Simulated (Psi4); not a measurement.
Psi4 input (wB97X-D/6-311+G**):

```
memory 1500 MB

molecule {
1 2
Li   -0.00000000   -0.00000000   -1.52942300
F     0.00000000    0.00000000    0.50980767
symmetry c1
no_reorient
no_com
}

set {
  basis 6-311+G**
  reference uks
  scf_type pk
  dft_radial_points 99
  dft_spherical_points 590
  e_convergence 1e-8
  d_convergence 1e-7
  maxiter 150
}

e = energy('wb97x-d')
print_out(f'\nFINAL {e:.10f} DIPOLE {variable("CURRENT DIPOLE")[0]:.6f} {variable("CURRENT DIPOLE")[1]:.6f} {variable("CURRENT DIPOLE")[2]:.6f}\n')
```

From the last part of the output:

```
  HONO-1 :    5  A 1.9995895
  HONO-0 :    6  A 1.0000000
  LUNO+0 :    7  A 0.0004105
  LUNO+1 :    8  A 0.0002041
  LUNO+2 :    9  A 0.0001789
  LUNO+3 :   10  A 0.0000001

Computation Completed

Properties will be evaluated at   0.000000,   0.000000,   0.000000 [a0]

Properties computed using the SCF density matrix

 Multipole Moments:

 ------------------------------------------------------------------------------------
     Multipole            Electronic (a.u.)      Nuclear  (a.u.)        Total (a.u.)
 ------------------------------------------------------------------------------------

 L = 1.  Multiply by 2.5417464519 to convert [e a0] to [Debye]
 Dipole X            :         -0.0000000            0.0000000           -0.0000000
 Dipole Y            :          0.0000000            0.0000000            0.0000000
 Dipole Z            :         -2.7118353            0.0000001           -2.7118352
 Magnitude           :                                                    2.7118352

 ------------------------------------------------------------------------------------

FINAL -107.0318003728 DIPOLE -0.000000 0.000000 -2.711835

*** Psi4 exiting successfully. Buy a developer a beer!
```

The dipole moment of an ion depends on the origin.
